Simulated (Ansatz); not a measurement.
# Elastic constant C66 of hcp Ti at several levels of theory

No measured value is used here.

Q: Put these levels in order of the elastic constant C66 that they give for hcp Ti, smallest first: LDA (Ansatz, a program for electronic structure), PBE (Ansatz), r²SCAN (Ansatz).

A: LDA (43.3 GPa), PBE (46.7 GPa), r²SCAN (49.2 GPa)

Unless a cell is named, each level is at its own relaxed cell (LDA 16.10, PBE 17.39, r²SCAN 17.31 Å³/atom).

Each level is taken at its own relaxed cell. Cutoffs differ between the levels. Ansatz's density-functional and Hartree–Fock values are scalar-relativistic unless marked +SOC, with PAW data made under PBE.
